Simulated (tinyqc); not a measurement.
ROHF in the sto-3g basis, for NH3+, spin multiplicity 2, step by step (part 1 of 3). Computed by tinyqc, a small Python program that keeps every step (integrals from PySCF). Settings: charge = 1, multiplicity = 2, basis = sto-3g, energy threshold = 1e-09, iteration cap = 72, orthogonalisation = canonical, start = atomic densities, DIIS depth = 0, method = ROHF. Command: `OMP_NUM_THREADS=1 python tinyqc.py 27891 27892 out.jsonl` (the two numbers bound the seeds that draw the settings). One thread of a shared host (Intel(R) Xeon(R) Processor @ 2.60GHz), about 0.09 s of CPU time with the checks. Later iterations appear only in the table of the cycle.

## One-electron integrals

Geometry (angstrom):
```
atom          x          y         z
N      0.000000   0.000000  0.339000
H      1.047000   0.000000  0.000000
H     -0.523000   0.907000  0.000000
H     -0.523000  -0.907000  0.000000
```

Basis sto-3g: exponents (1/bohr^2) and contraction coefficients of normalised primitives:
```
element  l (shell)   exponent  coefficient
N            s (1)  99.106169     0.154329
N            s (1)  18.052312     0.535328
N            s (1)   4.885660     0.444635
N            s (2)   3.780456    -0.099967
N            s (2)   0.878497     0.399513
N            s (2)   0.285714     0.700115
N            p (3)   3.780456     0.155916
N            p (3)   0.878497     0.607684
N            p (3)   0.285714     0.391957
H            s (1)   3.425251     0.154329
H            s (1)   0.623914     0.535328
H            s (1)   0.168855     0.444635
```

Overlap, kinetic and nuclear-attraction integrals over the contracted functions; the nuclear repulsion is the sum of Za Zb / Rab.

nuclear repulsion = 10.97327178 hartree

overlap S, lower triangle:
```
           1N 1s     1N 2s     1N 2px     1N 2py     1N 2pz     2H 1s     3H 1s     4H 1s
1N 1s   1.000000
1N 2s   0.235038  1.000000
1N 2px  0.000000  0.000000   1.000000
1N 2py  0.000000  0.000000   0.000000   1.000000
1N 2pz  0.000000  0.000000   0.000000   0.000000   1.000000
2H 1s   0.047382  0.441262   0.387890   0.000000  -0.125592  1.000000
3H 1s   0.047384  0.441271  -0.193765   0.336032  -0.125595  0.160763  1.000000
4H 1s   0.047384  0.441271  -0.193765  -0.336032  -0.125595  0.160763  0.160552  1.000000
```

kinetic energy T (hartree), lower triangle:
```
            1N 1s     1N 2s     1N 2px     1N 2py     1N 2pz      2H 1s      3H 1s     4H 1s
1N 1s   21.990753
1N 2s   -0.128416  0.606994
1N 2px   0.000000  0.000000   1.899358
1N 2py   0.000000  0.000000   0.000000   1.899358
1N 2pz   0.000000  0.000000   0.000000   0.000000   1.899358
2H 1s   -0.009603  0.090118   0.214203   0.000000  -0.069355   0.760032
3H 1s   -0.009603  0.090123  -0.107005   0.185570  -0.069359  -0.006545   0.760032
4H 1s   -0.009603  0.090123  -0.107005  -0.185570  -0.069359  -0.006545  -0.006568  0.760032
```

nuclear attraction V (hartree), lower triangle:
```
             1N 1s      1N 2s     1N 2px     1N 2py     1N 2pz      2H 1s      3H 1s      4H 1s
1N 1s   -47.628513
1N 2s    -5.772000  -8.287403
1N 2px   -0.000012  -0.000140  -8.270423
1N 2py    0.000000   0.000000   0.000000  -8.270611
1N 2pz    0.012379   0.147106   0.000029   0.000000  -8.153351
2H 1s    -1.189581  -2.961978  -2.356802   0.000000   0.800937  -5.106039
3H 1s    -1.189620  -2.961990   1.177224  -2.041685   0.800940  -0.912547  -5.105944
4H 1s    -1.189620  -2.961990   1.177224   2.041685   0.800940  -0.912547  -0.911500  -5.105944
```

core Hamiltonian H = T + V (hartree), lower triangle:
```
             1N 1s      1N 2s     1N 2px     1N 2py     1N 2pz      2H 1s      3H 1s      4H 1s
1N 1s   -25.637760
1N 2s    -5.900416  -7.680409
1N 2px   -0.000012  -0.000140  -6.371065
1N 2py    0.000000   0.000000   0.000000  -6.371253
1N 2pz    0.012379   0.147106   0.000029   0.000000  -6.253993
2H 1s    -1.199184  -2.871860  -2.142600   0.000000   0.731582  -4.346007
3H 1s    -1.199223  -2.871867   1.070219  -1.856115   0.731581  -0.919092  -4.345912
4H 1s    -1.199223  -2.871867   1.070219   1.856115   0.731581  -0.919092  -0.918068  -4.345912
```

## Two-electron integrals

Functions are numbered as in S; the eight-fold symmetry (ij|kl) = (ji|kl) = (kl|ij) leaves the list below.

Two-electron integrals (ij|kl) in chemists' order, unique and non-zero (hartree):
```
(11|11) 4.166630    (21|11) 0.640849    (21|21) 0.117461    (22|11) 0.969864
(22|21) 0.220936    (22|22) 0.708245    (31|31) 0.020960    (32|31) 0.032452
(32|32) 0.156449    (33|11) 0.967124    (33|21) 0.220977    (33|22) 0.708086
(33|33) 0.762805    (41|41) 0.020960    (42|41) 0.032452    (42|42) 0.156449
(43|43) 0.041119    (44|11) 0.967124    (44|21) 0.220977    (44|22) 0.708086
(44|33) 0.680568    (44|44) 0.762805    (51|51) 0.020960    (52|51) 0.032452
(52|52) 0.156449    (53|53) 0.041119    (54|54) 0.041119    (55|11) 0.967124
(55|21) 0.220977    (55|22) 0.708086    (55|33) 0.680568    (55|44) 0.680568
(55|55) 0.762805    (61|11) 0.130688    (61|21) 0.023776    (61|22) 0.044507
(61|31) 0.001186    (61|32) 0.002231    (61|33) 0.044707    (61|44) 0.044394
(61|51) -0.000384   (61|52) -0.000722   (61|53) -0.000101   (61|55) 0.044427
(61|61) 0.004893    (62|11) 0.323228    (62|21) 0.074564    (62|22) 0.264525
(62|31) 0.005947    (62|32) 0.045482    (62|33) 0.273668    (62|44) 0.259062
(62|51) -0.001926   (62|52) -0.014726   (62|53) -0.004729   (62|55) 0.260594
(62|61) 0.015526    (62|62) 0.126500    (63|11) 0.244194    (63|21) 0.057034
(63|22) 0.215369    (63|31) 0.011510    (63|32) 0.078479    (63|33) 0.234570
(63|44) 0.205060    (63|51) -0.001286   (63|52) -0.011225   (63|53) -0.006597
(63|55) 0.206239    (63|61) 0.012395    (63|62) 0.123686    (63|63) 0.135662
(64|41) 0.007538    (64|42) 0.043812    (64|43) 0.009133    (64|54) -0.002957
(64|64) 0.016596    (65|11) -0.079066   (65|21) -0.018467   (65|22) -0.069733
(65|31) -0.001286   (65|32) -0.011225   (65|33) -0.070035   (65|44) -0.066395
(65|51) 0.007955    (65|52) 0.047446    (65|53) 0.010312    (65|55) -0.072691
(65|61) -0.004013   (65|62) -0.040047   (65|63) -0.038551   (65|65) 0.029078
(66|11) 0.470401    (66|21) 0.110252    (66|22) 0.447232    (66|31) 0.011111
(66|32) 0.116181    (66|33) 0.482706    (66|44) 0.426251    (66|51) -0.003597
(66|52) -0.037617   (66|53) -0.018279   (66|55) 0.432169    (66|61) 0.023201
(66|62) 0.271116    (66|63) 0.297028    (66|65) -0.096172   (66|66) 0.774606
(71|11) 0.130693    (71|21) 0.023776    (71|22) 0.044509    (71|31) -0.000592
(71|32) -0.001114   (71|33) 0.044474    (71|41) 0.001027    (71|42) 0.001933
(71|43) -0.000135   (71|44) 0.044630    (71|51) -0.000384   (71|52) -0.000722
(71|53) 0.000051    (71|54) -0.000088   (71|55) 0.044428    (71|61) 0.004786
(71|62) 0.014849    (71|63) 0.011105    (71|64) 0.000441    (71|65) -0.003843
(71|66) 0.021883    (71|71) 0.004894    (72|11) 0.323236    (72|21) 0.074566
(72|22) 0.264531    (72|31) -0.002971   (72|32) -0.022720   (72|33) 0.262713
(72|41) 0.005152    (72|42) 0.039402    (72|43) -0.006321   (72|44) 0.270030
(72|51) -0.001926   (72|52) -0.014727   (72|53) 0.002362    (72|54) -0.004097
(72|55) 0.260599    (72|61) 0.014849    (72|62) 0.096012    (72|63) 0.072446
(72|64) 0.010841    (72|65) -0.029533   (72|66) 0.163677    (72|71) 0.015527
(72|72) 0.126505    (73|11) -0.121984   (73|21) -0.028491   (73|22) -0.107585
(73|31) 0.008530    (73|32) 0.052463    (73|33) -0.112962   (73|41) -0.001718
(73|42) -0.015002   (73|43) 0.010343    (73|44) -0.106650   (73|51) 0.000642
(73|52) 0.005607    (73|53) -0.003866   (73|54) 0.001575    (73|55) -0.103024
(73|61) -0.005165   (73|62) -0.026797   (73|63) -0.008941   (73|64) -0.002290
(73|65) 0.008059    (73|66) -0.035279   (73|71) -0.006192   (73|72) -0.061787
(73|73) 0.046308    (74|11) 0.211548    (74|21) 0.049409    (74|22) 0.186576
(74|31) -0.001718   (74|32) -0.015002   (74|33) 0.180076    (74|41) 0.010519
(74|42) 0.069830    (74|43) -0.008777   (74|44) 0.200780    (74|51) -0.001114
(74|52) -0.009724   (74|53) 0.001575    (74|54) -0.005689   (74|55) 0.178667
(74|61) 0.009840    (74|62) 0.068175    (74|63) 0.051066    (74|64) 0.019184
(74|65) -0.020569   (74|66) 0.116939    (74|71) 0.010738    (74|72) 0.107152
(74|73) -0.051526   (74|74) 0.105954    (75|11) -0.079068   (75|21) -0.018467
(75|22) -0.069735   (75|31) 0.000642    (75|32) 0.005607    (75|33) -0.067305
(75|41) -0.001114   (75|42) -0.009724   (75|43) 0.001575    (75|44) -0.069129
(75|51) 0.007955    (75|52) 0.047447    (75|53) -0.005151   (75|54) 0.008933
(75|55) -0.072693   (75|61) -0.003843   (75|62) -0.029533   (75|63) -0.021845
(75|64) -0.003293   (75|65) 0.020904    (75|66) -0.054117   (75|71) -0.004013
(75|72) -0.040049   (75|73) 0.019258    (75|74) -0.033398   (75|75) 0.029080
(76|11) 0.095669    (76|21) 0.022213    (76|22) 0.083708    (76|31) 0.000713
(76|32) 0.006160    (76|33) 0.083905    (76|41) 0.001235    (76|42) 0.010662
(76|43) 0.000360    (76|44) 0.084321    (76|51) -0.000923   (76|52) -0.007970
(76|53) -0.000959   (76|54) -0.001660   (76|55) 0.082808    (76|61) 0.004552
(76|62) 0.037729    (76|63) 0.034197    (76|64) 0.003879    (76|65) -0.013247
(76|66) 0.079100    (76|71) 0.004552    (76|72) 0.037730    (76|73) -0.013722
(76|74) 0.031563    (76|75) -0.013247   (76|76) 0.013764    (77|11) 0.470407
(77|21) 0.110254    (77|22) 0.447236    (77|31) -0.005550   (77|32) -0.058036
(77|33) 0.440342    (77|41) 0.009625    (77|42) 0.100648    (77|43) -0.024431
(77|44) 0.468623    (77|51) -0.003598   (77|52) -0.037618   (77|53) 0.009131
(77|54) -0.015836   (77|55) 0.432173    (77|61) 0.021882    (77|62) 0.163675
(77|63) 0.118927    (77|64) 0.027852    (77|65) -0.054116   (77|66) 0.289903
(77|71) 0.023202    (77|72) 0.271123    (77|73) -0.148377   (77|74) 0.257319
(77|75) -0.096175   (77|76) 0.079100    (77|77) 0.774606    (81|11) 0.130693
(81|21) 0.023776    (81|22) 0.044509    (81|31) -0.000592   (81|32) -0.001114
(81|33) 0.044474    (81|41) -0.001027   (81|42) -0.001933   (81|43) 0.000135
(81|44) 0.044630    (81|51) -0.000384   (81|52) -0.000722   (81|53) 0.000051
(81|54) 0.000088    (81|55) 0.044428    (81|61) 0.004786    (81|62) 0.014849
(81|63) 0.011105    (81|64) -0.000441   (81|65) -0.003843   (81|66) 0.021883
(81|71) 0.004786    (81|72) 0.014849    (81|73) -0.005929   (81|74) 0.009399
(81|75) -0.003843   (81|76) 0.004394    (81|77) 0.021882    (81|81) 0.004894
(82|11) 0.323236    (82|21) 0.074566    (82|22) 0.264531    (82|31) -0.002971
(82|32) -0.022720   (82|33) 0.262713    (82|41) -0.005152   (82|42) -0.039402
(82|43) 0.006321    (82|44) 0.270030    (82|51) -0.001926   (82|52) -0.014727
(82|53) 0.002362    (82|54) 0.004097    (82|55) 0.260599    (82|61) 0.014849
(82|62) 0.096012    (82|63) 0.072446    (82|64) -0.010841   (82|65) -0.029533
(82|66) 0.163677    (82|71) 0.014849    (82|72) 0.095995    (82|73) -0.045554
(82|74) 0.057327    (82|75) -0.029527   (82|76) 0.029829    (82|77) 0.163630
(82|81) 0.015527    (82|82) 0.126505    (83|11) -0.121984   (83|21) -0.028491
(83|22) -0.107585   (83|31) 0.008530    (83|32) 0.052463    (83|33) -0.112962
(83|41) 0.001718    (83|42) 0.015002    (83|43) -0.010343   (83|44) -0.106650
(83|51) 0.000642    (83|52) 0.005607    (83|53) -0.003866   (83|54) -0.001575
(83|55) -0.103024   (83|61) -0.005165   (83|62) -0.026797   (83|63) -0.008941
(83|64) 0.002290    (83|65) 0.008059    (83|66) -0.035279   (83|71) -0.005929
(83|72) -0.045554   (83|73) 0.033206    (83|74) -0.026649   (83|75) 0.013757
(83|76) -0.010685   (83|77) -0.083463   (83|81) -0.006192   (83|82) -0.061787
(83|83) 0.046308    (84|11) -0.211548   (84|21) -0.049409   (84|22) -0.186576
(84|31) 0.001718    (84|32) 0.015002    (84|33) -0.180076   (84|41) 0.010519
(84|42) 0.069830    (84|43) -0.008777   (84|44) -0.200780   (84|51) 0.001114
(84|52) 0.009724    (84|53) -0.001575   (84|54) -0.005689   (84|55) -0.178667
(84|61) -0.009840   (84|62) -0.068175   (84|63) -0.051066   (84|64) 0.019184
(84|65) 0.020569    (84|66) -0.116939   (84|71) -0.009399   (84|72) -0.057327
(84|73) 0.026649    (84|74) -0.023064   (84|75) 0.017274    (84|76) -0.018536
(84|77) -0.089073   (84|81) -0.010738   (84|82) -0.107152   (84|83) 0.051526
(84|84) 0.105954    (85|11) -0.079068   (85|21) -0.018467   (85|22) -0.069735
(85|31) 0.000642    (85|32) 0.005607    (85|33) -0.067305   (85|41) 0.001114
(85|42) 0.009724    (85|43) -0.001575   (85|44) -0.069129   (85|51) 0.007955
(85|52) 0.047447    (85|53) -0.005151   (85|54) -0.008933   (85|55) -0.072693
(85|61) -0.003843   (85|62) -0.029533   (85|63) -0.021845   (85|64) 0.003293
(85|65) 0.020904    (85|66) -0.054117   (85|71) -0.003843   (85|72) -0.029527
(85|73) 0.013757    (85|74) -0.017274   (85|75) 0.020900    (85|76) -0.010158
(85|77) -0.054099   (85|81) -0.004013   (85|82) -0.040049   (85|83) 0.019258
(85|84) 0.033398    (85|85) 0.029080    (86|11) 0.095669    (86|21) 0.022213
(86|22) 0.083708    (86|31) 0.000713    (86|32) 0.006160    (86|33) 0.083905
(86|41) -0.001235   (86|42) -0.010662   (86|43) -0.000360   (86|44) 0.084321
(86|51) -0.000923   (86|52) -0.007970   (86|53) -0.000959   (86|54) 0.001660
(86|55) 0.082808    (86|61) 0.004552    (86|62) 0.037729    (86|63) 0.034197
(86|64) -0.003879   (86|65) -0.013247   (86|66) 0.079100    (86|71) 0.004394
(86|72) 0.029829    (86|73) -0.010685   (86|74) 0.018536    (86|75) -0.010158
(86|76) 0.011153    (86|77) 0.051378    (86|81) 0.004552    (86|82) 0.037730
(86|83) -0.013722   (86|84) -0.031563   (86|85) -0.013247   (86|86) 0.013764
(87|11) 0.095568    (87|21) 0.022189    (87|22) 0.083612    (87|31) -0.001423
(87|32) -0.012284   (87|33) 0.084427    (87|44) 0.083606    (87|51) -0.000922
(87|52) -0.007962   (87|53) 0.001913    (87|55) 0.082716    (87|61) 0.004389
(87|62) 0.029799    (87|63) 0.021377    (87|65) -0.010148   (87|66) 0.051329
(87|71) 0.004547    (87|72) 0.037679    (87|73) -0.020409   (87|74) 0.027647
(87|75) -0.013229   (87|76) 0.011139    (87|77) 0.078978    (87|81) 0.004547
(87|82) 0.037679    (87|83) -0.020409   (87|84) -0.027647   (87|85) -0.013229
(87|86) 0.011139    (87|87) 0.013726    (88|11) 0.470407    (88|21) 0.110254
(88|22) 0.447236    (88|31) -0.005550   (88|32) -0.058036   (88|33) 0.440342
(88|41) -0.009625   (88|42) -0.100648   (88|43) 0.024431    (88|44) 0.468623
(88|51) -0.003598   (88|52) -0.037618   (88|53) 0.009131    (88|54) 0.015836
(88|55) 0.432173    (88|61) 0.021882    (88|62) 0.163675    (88|63) 0.118927
(88|64) -0.027852   (88|65) -0.054116   (88|66) 0.289903    (88|71) 0.021882
(88|72) 0.163630    (88|73) -0.083463   (88|74) 0.089073    (88|75) -0.054099
(88|76) 0.051378    (88|77) 0.289775    (88|81) 0.023202    (88|82) 0.271123
(88|83) -0.148377   (88|84) -0.257319   (88|85) -0.096175   (88|86) 0.079100
(88|87) 0.078978    (88|88) 0.774606
```

## Orthogonalisation

S = U s U^T; canonical form X = U s^(-1/2), so that X^T S X = 1. Each column of U has its largest component positive (the first on a tie).

eigenvalues of S: 0.326368  0.437770  0.437904  0.927867  1.053052  1.401263  1.401677  2.014098

X:
```
                1          2          3          4          5          6          7          8
1N 1s   -0.329489   0.000000   0.000111   0.757111   0.609991  -0.000148   0.000000   0.142449
1N 2s    1.313055   0.000000  -0.000345  -0.156205   0.198377  -0.000226   0.000000   0.430471
1N 2px   0.000488   0.000000   0.975284   0.000065   0.000075   0.645285   0.000000   0.000158
1N 2py   0.000000   0.975659   0.000000   0.000000   0.000000   0.000000   0.645083   0.000000
1N 2pz  -0.341002   0.000000   0.000086  -0.657694   0.712718   0.000041   0.000000  -0.113124
2H 1s   -0.609849   0.000000  -0.942368  -0.125842  -0.100283   0.445119   0.000000   0.304556
3H 1s   -0.609569  -0.816209   0.471365  -0.125947  -0.100387  -0.222619   0.385551   0.304427
4H 1s   -0.609569   0.816209   0.471365  -0.125947  -0.100387  -0.222619  -0.385551   0.304427
```

## Starting guess

The start is atomic minimal-basis densities projected into this basis (PySCF's MINAO start) and scaled to the electron count of each spin; this density is not idempotent, so its energy is not variational and may lie below the converged one.

D(alpha) at the start, lower triangle:
```
            1N 1s      1N 2s     1N 2px     1N 2py     1N 2pz     2H 1s     3H 1s     4H 1s
1N 1s    1.063552
1N 2s   -0.238222   1.028112
1N 2px   0.000004  -0.000016   0.462834
1N 2py   0.000000   0.000000   0.000000   0.462792
1N 2pz  -0.004142   0.016882   0.000006   0.000000   0.490129
2H 1s   -0.007155   0.022637   0.030371   0.000000  -0.003990  0.482675
3H 1s   -0.007156   0.022644  -0.015183   0.026309  -0.003992  0.025863  0.482676
4H 1s   -0.007156   0.022644  -0.015183  -0.026309  -0.003992  0.025863  0.025828  0.482676
```

D(beta) at the start, lower triangle:
```
            1N 1s      1N 2s     1N 2px     1N 2py     1N 2pz     2H 1s     3H 1s     4H 1s
1N 1s    0.850842
1N 2s   -0.190578   0.822490
1N 2px   0.000003  -0.000013   0.370267
1N 2py   0.000000   0.000000   0.000000   0.370234
1N 2pz  -0.003313   0.013505   0.000005   0.000000   0.392103
2H 1s   -0.005724   0.018109   0.024297   0.000000  -0.003192  0.386140
3H 1s   -0.005725   0.018115  -0.012147   0.021047  -0.003194  0.020691  0.386141
4H 1s   -0.005725   0.018115  -0.012147  -0.021047  -0.003194  0.020691  0.020663  0.386141
```

## Iteration 1: building the Fock matrix

J_ij = sum D_kl (ij|kl) with D = D(alpha) + D(beta), K_ij = sum D_kl (ik|jl) for each spin; F = H + J - K(s); E = tr D H + tr D J / 2 - 0.5 sum_s tr D(s) K(s) + E_nn.

Coulomb J (hartree), lower triangle:
```
            1N 1s      1N 2s     1N 2px     1N 2py     1N 2pz     2H 1s     3H 1s     4H 1s
1N 1s   13.091632
1N 2s    2.427567   6.106325
1N 2px   0.000009   0.000096   6.119921
1N 2py   0.000000   0.000000   0.000000   6.120017
1N 2pz  -0.009181  -0.100522  -0.000015   0.000000   6.059838
2H 1s    0.492250   2.302547   1.885390   0.000000  -0.638381  4.074597
3H 1s    0.492265   2.302554  -0.941757   1.633296  -0.638383  0.735755  4.074509
4H 1s    0.492265   2.302554  -0.941757  -1.633296  -0.638383  0.735755  0.734883  4.074509
```

exchange K(alpha) (hartree), lower triangle:
```
            1N 1s      1N 2s     1N 2px     1N 2py     1N 2pz     2H 1s     3H 1s     4H 1s
1N 1s    4.282210
1N 2s    0.721844   1.208761
1N 2px   0.000006   0.000055   0.701095
1N 2py   0.000000   0.000000   0.000000   0.701201
1N 2pz  -0.006573  -0.059468  -0.000016   0.000000   0.634685
2H 1s    0.163076   0.552964   0.314129   0.000000  -0.120497  0.639773
3H 1s    0.163079   0.552947  -0.156879   0.272136  -0.120491  0.213497  0.639759
4H 1s    0.163079   0.552947  -0.156879  -0.272136  -0.120491  0.213497  0.213300  0.639759
```

exchange K(beta) (hartree), lower triangle:
```
            1N 1s      1N 2s     1N 2px     1N 2py     1N 2pz     2H 1s     3H 1s     4H 1s
1N 1s    3.425768
1N 2s    0.577475   0.967009
1N 2px   0.000005   0.000044   0.560876
1N 2py   0.000000   0.000000   0.000000   0.560960
1N 2pz  -0.005258  -0.047575  -0.000013   0.000000   0.507748
2H 1s    0.130461   0.442371   0.251303   0.000000  -0.096397  0.511818
3H 1s    0.130463   0.442358  -0.125503   0.217709  -0.096393  0.170797  0.511807
4H 1s    0.130463   0.442358  -0.125503  -0.217709  -0.096393  0.170797  0.170640  0.511807
```

F(alpha) (hartree), lower triangle:
```
             1N 1s      1N 2s     1N 2px     1N 2py     1N 2pz      2H 1s      3H 1s      4H 1s
1N 1s   -16.828338
1N 2s    -4.194693  -2.782845
1N 2px   -0.000009  -0.000099  -0.952239
1N 2py    0.000000   0.000000   0.000000  -0.952437
1N 2pz    0.009772   0.106052   0.000030   0.000000  -0.828840
2H 1s    -0.870011  -1.122277  -0.571339   0.000000   0.213698  -0.911184
3H 1s    -0.870036  -1.122261   0.285341  -0.494955   0.213689  -0.396834  -0.911162
4H 1s    -0.870036  -1.122261   0.285341   0.494955   0.213689  -0.396834  -0.396486  -0.911162
```

F(beta) (hartree), lower triangle:
```
             1N 1s      1N 2s     1N 2px     1N 2py     1N 2pz      2H 1s      3H 1s      4H 1s
1N 1s   -15.971896
1N 2s    -4.050325  -2.541093
1N 2px   -0.000008  -0.000088  -0.812020
1N 2py    0.000000   0.000000   0.000000  -0.812197
1N 2pz    0.008457   0.094158   0.000027   0.000000  -0.701902
2H 1s    -0.837396  -1.011684  -0.508513   0.000000   0.189599  -0.783229
3H 1s    -0.837421  -1.011671   0.253965  -0.440528   0.189591  -0.354135  -0.783210
4H 1s    -0.837421  -1.011671   0.253965   0.440528   0.189591  -0.354135  -0.353826  -0.783210
```

total energy of this density = -51.55458549 hartree

This density is the starting one; it is not idempotent, so its energy is not variational and may lie below the converged one.
